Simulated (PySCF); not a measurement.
Working out the ionisation energy of Si

Si [Ne] 3s2 3p2 (3P) → Si⁺ [Ne] 3s2 3p1 (2P). All numbers are calculated (PySCF 2.14, the spin-free X2C one-electron Hamiltonian (Gaussian nucleus), in jorge-DZP-DKH). Frozen: [Ne]. Energies in hartree (1 hartree = 27.21139 eV):

| part | Si (lower) | Si⁺ (upper) |
| --- | --- | --- |
| UHF | -289.449856 | -289.169773 |
| CCSD correlation | -0.064650 | -0.053476 |
| (T) | -0.001059 | -0.000675 |

Q: What does Hartree-Fock give?

A: (-289.169773) − (-289.449856) = 0.280083 hartree = 7.621 eV.

Q: What do CCSD and CCSD(T) give?

A: The CCSD correlation energies differ by 0.011174 hartree = 0.304 eV and the triples by 0.000384 hartree = 0.010 eV, so CCSD gives 7.925 eV and CCSD(T) 7.935 eV.

Measured between the centres of the two terms (NIST): 8.157 eV, so CCSD(T) (valence) is off by -0.222 eV.

A double-zeta basis recovers only part of the correlation energy.

What remains against the reference includes basis incompleteness, the frozen core and higher excitations.
